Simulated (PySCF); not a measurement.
Compound: C₅H₆O.
InChI=1S/C5H6O/c1-3-4-5(2)6/h4H,1H2,2H3

Torsions of this conformer, `[CH2:1]=[C:2]=[CH:3][C:4]([CH3:5])=[O:6]`: C2–C3–C4–C5 0°.

The closed-shell ground state was solved at several levels (PySCF, density fitting, gas phase, non-relativistic). Geometry: PBE0-D3(BJ)/def2-SVP, one conformer, isolated molecule.

```json
{"level": "HF/pcSseg-2", "basis functions": "300", "total energy (Eh)": "-267.7272", "HOMO (eV)": "-10.69", "LUMO (eV)": "2.38", "gap (eV)": "13.07", "dipole (D)": "4.13"}
{"level": "PBE/pcJ-1", "basis functions": "222", "total energy (Eh)": "-268.9858", "HOMO (eV)": "-5.70", "LUMO (eV)": "-2.45", "gap (eV)": "3.25", "dipole (D)": "3.41"}
{"level": "KT2/pcJ-1", "basis functions": "222", "total energy (Eh)": "-273.9108", "HOMO (eV)": "-5.89", "LUMO (eV)": "-2.41", "gap (eV)": "3.48", "dipole (D)": "3.44"}
{"level": "LDA/pcJ-1", "basis functions": "222", "total energy (Eh)": "-266.9827", "HOMO (eV)": "-5.88", "LUMO (eV)": "-2.68", "gap (eV)": "3.20", "dipole (D)": "3.57"}
{"level": "B3LYP/def2-SVPD", "basis functions": "171", "total energy (Eh)": "-269.1278", "HOMO (eV)": "-7.12", "LUMO (eV)": "-1.79", "gap (eV)": "5.33", "dipole (D)": "3.75"}
{"level": "PBE0/pcJ-1", "basis functions": "222", "total energy (Eh)": "-268.9937", "HOMO (eV)": "-7.30", "LUMO (eV)": "-1.49", "gap (eV)": "5.81", "dipole (D)": "3.64"}
{"level": "PBE0/pcSseg-1", "basis functions": "132", "total energy (Eh)": "-268.9569", "HOMO (eV)": "-7.30", "LUMO (eV)": "-1.49", "gap (eV)": "5.81", "dipole (D)": "3.62"}
{"level": "B97-2/pcJ-1", "basis functions": "222", "total energy (Eh)": "-269.2187", "HOMO (eV)": "-7.02", "LUMO (eV)": "-1.55", "gap (eV)": "5.47", "dipole (D)": "3.62"}
```

Task: What might B3LYP/pcJ-1 (222 basis functions) give for the same quantities?

Result: Total energy -269.3233 Eh, HOMO -7.04 eV, LUMO -1.69 eV, gap 5.35 eV, dipole 3.60 D.

Task: Over all these levels, which gives the widest orbital gap and which the narrowest?

Result: HF/pcSseg-2 (Hartree–Fock, all exact exchange) has the widest, 13.07 eV, and LDA/pcJ-1 (LDA) the narrowest, 3.20 eV. Functional and basis both differ between the two, so the spread mixes both effects. The HOMO need not be the same orbital at Hartree–Fock and at DFT levels.

Task: In the pcJ-1 basis, how does the gap go with the fixed share of exact exchange?

Result: LDA (0 %) 3.20 eV; PBE (0 %) 3.25 eV; KT2 (0 %) 3.48 eV; B3LYP (20 %) 5.35 eV; B97-2 (21 %) 5.47 eV; PBE0 (25 %) 5.81 eV. Each rise in the share widens the gap here.

Task: How far do the dipole and the HOMO energy spread over the levels?

Result: The dipole runs from 3.41 to 4.13 D (mean 3.64 D) and the HOMO from -10.69 to -5.70 eV.
